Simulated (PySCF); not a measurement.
## Worked example: BH$_{3}$⁺, quartet against BH3⁺, doublet

Geometry (PBE0/def2-TZVP stationary point of a doublet), kept for both states (BH3⁺, doublet: B2; BH3⁺, quartet: A2):

```
atom   x (Å)    y (Å)    z (Å)
   B  0.0000   0.0000   0.0681
   H  0.0000   0.7178  -0.9866
   H  0.0000   0.0000   1.2424
   H  0.0000  -0.7178  -0.9866
```

Basis aug-cc-pVDZ; PySCF 2.14.0. Correlated methods freeze the noble-gas cores. Prefix R: restricted or restricted open-shell reference; prefix U: unrestricted.

Full CI isn't at hand for all of this; RCCSDT serves as the reference. It lacks quadruple excitations. The frozen core follows each run's orbitals, which can shift R against U totals by a few meV.

```csv
level,"E(BH3⁺, doublet) (hartree)","E(BH3⁺, quartet) (hartree)"
UHF,-25.980904,-25.758350
UMP2,-26.051127,-25.817210
UCCSD(T),-26.073725,-25.839810
PBE,-26.110257,-25.886497
wB97M-V,-26.132586,-25.893916
RCCSDT,-26.074142,-25.840520
```

Task: Give the vertical gap, BH3⁺ quartet less BH3⁺ doublet, at each level in eV (1 hartree = 27.2114 eV), and each error against RCCSDT.

Result: RCCSDT: (-25.840520 − (-26.074142)) × 27.2114 = 6.357 eV (the reference)
wB97M-V: (-25.893916 − (-26.132586)) × 27.2114 = 6.495 eV, error 0.138 eV
PBE: (-25.886497 − (-26.110257)) × 27.2114 = 6.089 eV, error -0.268 eV
UCCSD(T): (-25.839810 − (-26.073725)) × 27.2114 = 6.365 eV, error 0.008 eV
UMP2: (-25.817210 − (-26.051127)) × 27.2114 = 6.365 eV, error 0.008 eV
UHF: (-25.758350 − (-25.980904)) × 27.2114 = 6.056 eV, error -0.301 eV

Total energies of functionals can't be set beside those of wave-function methods, since they hold the core's correlation and their own absolute errors; only the differences compare.

In so small a basis the reference is far from its limit while semilocal and hybrid functionals are nearer theirs, so the functionals' errors here hold much of the reference's basis and frozen-core error, which can add to them or hide them.

Each level lands on the state that its own search finds; the functionals scatter so widely here that some may stand on another one. T1 diagnostics of restricted CCSD: 0.017 and 0.048.
